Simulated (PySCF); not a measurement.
**Rock-salt NaCl: smallest direct gap on the k points sampled by level of theory**

No measured value is used here.

```csv
level (code),value (eV)
PBE (PySCF),[?]
PBE0 (PySCF),7.27 ± 0.02
Hartree–Fock (PySCF),13.81 ± 0.08
G0W0@PBE0 (PySCF),8.81 ± 0.1
QSGW@PBE (PySCF),9.42 ± 0.2
```

Problem. Some entries are withheld; supply them.

Solution. 
- PBE (PySCF), value (eV): 5.12 ± 0.01

Computed values are for a static lattice.  A ± on a computed value is a rough bar: the spread of its extrapolation, a floor set from checks against published values, or a statistical error. Values are at the measured cell.
